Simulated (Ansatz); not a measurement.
Reaction (SMILES): C=CCl + 3 [H][H] (H2) → 2 C (CH4) + Cl (HCl)
B3LYP-D3(BJ)/def2-TZVP geometries, fixed; electronic energies without zero-point terms.

Basis-set convergence of the energy of full hydrogenation at PBE with Ansatz (a quantum-chemistry and plane-wave program). Cartesian d functions, on some or all atoms, in 6-31+G*, 6-311+G**; all else is spherical. The program fits the integrals of some runs and decomposes those of others, by size. No added dispersion term, no relativity. Functions are those of the species that has most. Reference: the value in aug-pcseg-3, -75.04 kcal/mol, itself unsure by roughly 0.05 kcal/mol (its mean distance from aug-cc-pV(Q+d)Z, def2-QZVPPD, pcseg-3). Deviations are taken from unrounded values.

```tsv
basis	functions	energy of full hydrogenation (kcal/mol)	minus reference (kcal/mol)
def2-SV(P)	52	-68.08	6.96
def2-SVP	61	-76.92	-1.88
6-31+G*	67	-74.90	0.14
6-311+G**	93	-75.98	-0.93
aug-cc-pV(D+d)Z	105	-78.10	-3.06
def2-TZVP	117	-73.72	1.32
6-311++G(2d,2p)	119	-76.18	-1.14
def2-TZVPP	146	-74.91	0.13
jun-cc-pV(T+d)Z	168	-75.40	-0.36
6-311++G(3df,3pd)	179	-75.12	-0.08
aug-cc-pV(T+d)Z	216	-75.34	-0.30
def2-QZVPP	274	-75.03	0.01
aug-cc-pV(Q+d)Z	387	-75.12	-0.08
```

The smallest set listed that lies within 4 kcal/mol of the reference with all its larger relatives (same family, alike in diffuse functions; a set with none counts only in the reference's own line) is def2-SVP (61 functions, -1.88 kcal/mol off).
